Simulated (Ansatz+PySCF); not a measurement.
The numbers below are computed, except where a source is named.
This PySCF input gave a total energy of -187.47928 hartree.

```python
from pyscf import gto, scf

mol = gto.M(atom="""
O -0.012980 -0.012350 -1.205990
C -0.047180 0.012860 -0.010420
O 0.018630 0.037340 1.131760
""", basis='def2-svp', charge=0, spin=0)
mf = scf.UHF(mol)
mf.init_guess = 'minao'
mf.kernel()
while True:  # follow internal instabilities
    mo, _, stable, _ = mf.stability(return_status=True)
    if stable: break
    mf.kernel(mf.make_rdm1(mo, mf.mo_occ))
print(mf.converged, mf.e_tot, mf.spin_square()[0])
```

(1) Write an input for Ansatz with the same method and basis set.

Answers

(1)

```yaml
crystal:
  periodic: [false, false, false]
  atoms:
    - { symbol: O, position_ang: [-0.01298, -0.01235, -1.20599] }
    - { symbol: C, position_ang: [-0.04718, 0.01286, -0.01042] }
    - { symbol: O, position_ang: [0.01863, 0.03734, 1.13176] }
basis:
  gaussian: { orbitals: def2-SVP }
magnetization:
  spin_polarized: true
hamiltonian:
  xc: hf
```

Ansatz (development build ahead of 0.2.0) gave -187.47928 hartree, 0.05 meV from the first.
